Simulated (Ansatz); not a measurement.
Take Au in the fcc (Cu type) structure (space group Fm-3m, No. 225; a = 4.1241 Å) as the base.

Calculations: r2SCAN (Ansatz, a quantum-chemistry and plane-wave program, PAW, no spin-orbit coupling).

Now apply this change: every Au is replaced by Cu, then cell and atoms are relaxed.

Measured lattice parameter a: Au 4.062 Å (static lattice; corrected from measurement; as listed in Daniel Mejia-Rodriguez, S. B. Trickey, Phys. Rev. B (2018)); Cu 3.595 Å (static lattice; corrected from measurement; as listed in Gábor I. Csonka et al., Physical Review B (2009)).

### Question
How well does r2SCAN reproduce the measured shift?

### Answer
With r2SCAN the lattice parameter a moves by -0.547 Å (4.124 → 3.577) against -0.467 Å measured.

Whether these cells are dynamically stable was not tested. All final runs are without spin polarisation.
